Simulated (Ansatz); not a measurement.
# Molybdenum, bcc under RPBE: structure, energy and stiffness

The plan for molybdenum in the bcc structure: relax it, solve it on a dense k-mesh, switch on spin-orbit coupling, then scale the cell to 7 volumes from 88 to 112 % of the relaxed one and try a fit of the equation of state. The k-meshes are 14×14×14 for the relaxation; 23×23×23 for the dense run; 14×14×14 for spin-orbit coupling; 23×23×23 for the volumes. It starts from a deposited cell (COD).

Method: DFT RPBE, plane waves (420 eV) with PAW, scalar-relativistic; PAW files made under PBE, frozen cores solved again for the functional, in Ansatz 0.2.0.

## 1. The starting structure

Symmetry: Im-3m, No. 229, cubic system. The conventional cell has a = 3.147 Å, b = 3.147 Å, c = 3.147 Å, α = 90.00°, β = 90.00°, γ = 90.00°. Mo (site symmetry m-3m) has 8 Mo at 2.73 Å as nearest neighbours.

Structure file:

```
Mo
1.0
    -1.57365    1.57365    1.57365
     1.57365   -1.57365    1.57365
     1.57365    1.57365   -1.57365
Mo
1
Direct
  0.00000 0.00000 0.00000
```

## 2. Geometry optimisation

The input, input.yaml:

```yaml
crystal:
  lattice:
    - [-1.57365, 1.57365, 1.57365]
    - [1.57365, -1.57365, 1.57365]
    - [1.57365, 1.57365, -1.57365]
  atoms:
    - { symbol: Mo, position: [0.0, 0.0, 0.0] }
hamiltonian:
  xc: rpbe
  pseudopotentials:
    kind: paw
    azcp:
      Mo: "pseudopotentials/Mo.paw.azcp"
basis:
  ecutwfc: 420
  fft_grid_basis: typed
kpoints:
  mp_grid: { grid: [14, 14, 14], shift: [0, 0, 0] }
magnetization:
  spin_polarized: false
scf:
  occupations: { method: fermi_dirac, width: 0.1 }
relax:
  max_steps: 60
  f_tol: 0.01
  cell: {}
```

Further steps of the session: Dense single point; With spin-orbit coupling; Equation of state: 88 %; Equation of state: 92 %; Equation of state: 96 %; Equation of state: 100 %; Equation of state: 104 %; Equation of state: 108 %; Equation of state: 112 %.

Before running it: what results should come out? Wanted: space group; conventional cell; volume; shortest distance; gap on the mesh; V₀, B₀, B₀′.

The runs gave:

| quantity | value |
| --- | --- |
| space group (spins left aside) | Im-3m (No. 229) |
| conventional cell | a = 3.177 Å |
| volume | 16.033 Å³/atom |
| shortest distance | 2.751 Å |
| against the deposited volume | +2.9 % (15.588 Å³/atom) |
| gap on the mesh | none (levels filled in part) |
| V₀, B₀, B₀′ | 16.004 Å³/atom, 249 GPa, 4.2 |

In words: RPBE puts the volume 2.9 % above the deposited one. Cells that are too large are usual for this functional. Zero-point motion and any thermal expansion in the deposited cell, which the calculation lacks, would widen the miss. Levels at the Fermi energy are filled in part, as in a metal. Totals with and without spin-orbit coupling (-1.2 eV/atom apart) can't be read as binding, since the two-component data shift the zero of energy. B₀ comes out at 249 GPa.
